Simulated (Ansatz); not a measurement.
Species, as SMILES: FCl (F-Cl).
Geometry (B3LYP-D3(BJ)/def2-TZVP, fixed):
```xyz
2

F      0.0000     0.0000    -1.0729
Cl     0.0000     0.0000     0.5680
```
Charge 0, spin multiplicity 1.

Basis-set convergence of the dipole moment at MP2 with Ansatz (a first-principles code). Dipoles come from the density behind the forces; the sign is taken along the dipole that this method gives in the largest set. The reference of a correlated method is not its basis-set limit, which lies further on. Cartesian d functions, on some or all atoms, in 6-311G**; all else is spherical. Cores are frozen. No added dispersion term, no relativity. Reference: the value in aug-pcseg-3, 0.916 D, itself unsure by roughly 0.005 D (its mean distance from aug-cc-pV(Q+d)Z, def2-QZVPPD). Deviations are taken from unrounded values.

| basis | functions | dipole moment (D) | minus reference (D) |
|---|---|---|---|
| STO-3G | 14 | -0.500 | -1.416 |
| 3-21G | 22 | 0.956 | 0.040 |
| def2-SVP | 32 | 1.239 | 0.323 |
| 6-311G** | 45 | 1.208 | 0.292 |
| aug-pcseg-1 | 50 | 0.953 | 0.037 |
| 6-311++G(2d,2p) | 62 | 1.034 | 0.118 |
| pcseg-2 | 64 | 1.106 | 0.190 |
| jun-cc-pV(T+d)Z | 87 | 0.923 | 0.007 |
| aug-pcseg-2 | 96 | 0.928 | 0.012 |
| def2-QZVPPD | 145 | 0.908 | -0.008 |
| aug-pcseg-3 | 174 | 0.916 | 0.000 |
| cc-pV(5+d)Z | 191 | 0.927 | 0.011 |
| pcseg-4 | 206 | 0.920 | 0.004 |
